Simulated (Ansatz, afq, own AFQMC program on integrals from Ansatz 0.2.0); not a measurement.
Two steps: Ansatz 0.2.0 writes the Fock matrix and Cholesky factors of the valence space, and afq projects on them the lowest state that overlaps trial and start.

```yaml
crystal:
  periodic: [false, false, false]
  atoms:
    - {symbol: Mn, position_ang: [0.000000, 0.000000, 0.000000]}
basis:
  gaussian: {orbitals: def2-TZVP}
magnetization: {spin_polarized: true, initial_magnetization: 5}
correlation: {method: ccsd_t, electrons: outside_noble_gas, hamiltonian_folder: ham}
```

```sh
$ ansatz run in.yaml --threads 1 --pin off --events-out ev --progress --plain --max-ram 24576MiB --backend cuda --devices 0, --max-vram 18GiB
```

Options of the walk:

```
--method free --trial cisd --walkers 4000 --time-step 0.03 --max-blocks 4000 --target-error 0.00032 --factor-cut 1e-05 --seed 47 --times 0,0.3,0.6,1.2,1.8,2.4,3.6,4.8,6 --taylor-order 8
```

Times are imaginary, in 1/Eh. The walk had a cap of 61 s.

Log:

```
orbitals 36  electrons 6 1  factors 271 of 304
reference energy -1149.84667335 Eh
CCSD correlation -0.11129212 Eh in 11 cycles, weight of the determinant in the CISD state 0.9241
repeat  energy at the last time / Eh  error
    10  -1149.960861  0.000080
    20  -1149.960844  0.000061
    30  -1149.960775  0.000049
time / (1/Eh)  energy / Eh  error  mean overlap
  0.00  -1149.957962  0.000008  1.0821
  0.30  -1149.959700  0.000016  1.0798
  0.60  -1149.960231  0.000017  1.0785
  1.20  -1149.960568  0.000018  1.0774
  1.80  -1149.960684  0.000023  1.0787
  2.40  -1149.960784  0.000025  1.0772
  3.60  -1149.960825  0.000028  1.0726
  4.80  -1149.960886  0.000044  1.0739
  6.00  -1149.960793  0.000051  1.0780
energy -1149.960793 +/- 0.000051 Eh
```

The run passed its tests (error under three times the target), which doesn't prove that it has relaxed.

Against this walk (error 1.4 meV) on the same determinant: CCSD(T) 10.4 meV higher, CCSDT(Q) 2.6 meV lower (within the noise), CCSDTQ 2.7 meV lower (within the noise). The error is statistical, and a free projection of finite length keeps a remainder of its start. The last points scatter (meV from the last: 3.0 ± 0.6 at 1.80, 0.3 ± 0.7 at 2.40, -0.9 ± 0.8 at 3.60, -2.5 ± 1.2 at 4.80, 0.0 ± 1.4 at 6.00); the last is the one printed as the energy, and the gaps above move with that scatter.

Cautions: remainder of the start not in the error; no relativity below Rb; outer-core shells of the metal frozen.

The walk took 46 s on 1 × NVIDIA H100 80GB HBM3 with 2 threads of AMD EPYC 7R13 Processor (Zen 3), on a shared host (the card was shared). The log's last line is the free-projection energy.

CCSDT and higher add their correlation energy to the determinant of the CCSD(T) run, since their own runs factorise the integrals more tightly (a shift of under 2 meV). A walk keeps the symmetry of its determinant, which the program's search chose and which needn't be the lowest solution, so a lower state of the same spin and another symmetry isn't excluded.
